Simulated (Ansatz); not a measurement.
System (SMILES): F[B]F, doublet.
Atoms: B1, F2, F3. Bonds: B1-F2, B1-F3.

Basis-set convergence of the optimised B1-F2 bond length at B3LYP with Ansatz (a quantum-chemistry and plane-wave program). Cartesian d functions, on some or all atoms, in 6-31G**; all else is spherical. The program fits the integrals of some runs and decomposes those of others, by size. Open shells are unrestricted. No added dispersion term, no relativity. Reference: the value in def2-QZVPPD, 1.3075 Å, itself unsure by roughly 0.0002 Å (its mean distance from pcseg-3, def2-QZVPP, cc-pVQZ). Deviations are taken from unrounded values.

```json
[
 {"basis": "3-21G", "functions": "27", "optimised B1-F2 bond length (Å)": "1.3404", "minus reference (Å)": "0.0329"},
 {"basis": "pcseg-0", "functions": "27", "optimised B1-F2 bond length (Å)": "1.3599", "minus reference (Å)": "0.0524"},
 {"basis": "6-31G**", "functions": "45", "optimised B1-F2 bond length (Å)": "1.3150", "minus reference (Å)": "0.0075"},
 {"basis": "6-311G**", "functions": "54", "optimised B1-F2 bond length (Å)": "1.3129", "minus reference (Å)": "0.0054"},
 {"basis": "6-311+G**", "functions": "66", "optimised B1-F2 bond length (Å)": "1.3147", "minus reference (Å)": "0.0072"},
 {"basis": "def2-SVPD", "functions": "66", "optimised B1-F2 bond length (Å)": "1.3146", "minus reference (Å)": "0.0071"},
 {"basis": "aug-pcseg-1", "functions": "69", "optimised B1-F2 bond length (Å)": "1.3170", "minus reference (Å)": "0.0095"},
 {"basis": "6-311++G(2d,2p)", "functions": "81", "optimised B1-F2 bond length (Å)": "1.3087", "minus reference (Å)": "0.0012"},
 {"basis": "def2-TZVPP", "functions": "93", "optimised B1-F2 bond length (Å)": "1.3103", "minus reference (Å)": "0.0027"},
 {"basis": "jun-cc-pV(T+d)Z", "functions": "117", "optimised B1-F2 bond length (Å)": "1.3099", "minus reference (Å)": "0.0024"},
 {"basis": "cc-pCVTZ", "functions": "129", "optimised B1-F2 bond length (Å)": "1.3086", "minus reference (Å)": "0.0011"},
 {"basis": "def2-QZVPP", "functions": "171", "optimised B1-F2 bond length (Å)": "1.3077", "minus reference (Å)": "0.0002"},
 {"basis": "def2-QZVPPD", "functions": "195", "optimised B1-F2 bond length (Å)": "1.3075", "minus reference (Å)": "0.0000"}
]
```
